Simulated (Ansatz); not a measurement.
## Ansatz (development build ahead of 0.2.0) run

```yaml
crystal:
  periodic: [false, false, false]
  atoms:
    - { symbol: "N", position_ang: [0.12465, 0.44392, 0.34602] }
    - { symbol: H, position_ang: [0.14068, 1.26067, -0.29225] }
    - { symbol: O, position_ang: [-0.10764, -0.52152, -0.26279] }
basis:
  gaussian: { orbitals: def2-SVP }
total_charge: 1
magnetization:
  spin_polarized: true
  initial_magnetization: 1
hamiltonian:
  xc: hf
output:
  forces: true
```

The input is written out in the form of the current development build from the run's settings.

Results

| Item | Value |
| --- | --- |
| Converged | yes |
| Total energy | -129.33220 hartree |
| Spin squared of the determinant | 0.939 |
| Stability test | minimum |

Forces (eV/Å):
```csv
atom,Fx,Fy,Fz
N1,-1.062,-4.386,-2.808
H2,0.148,1.036,0.006
O3,0.914,3.350,2.802
```

Caution: the unrestricted determinant is spin contaminated.
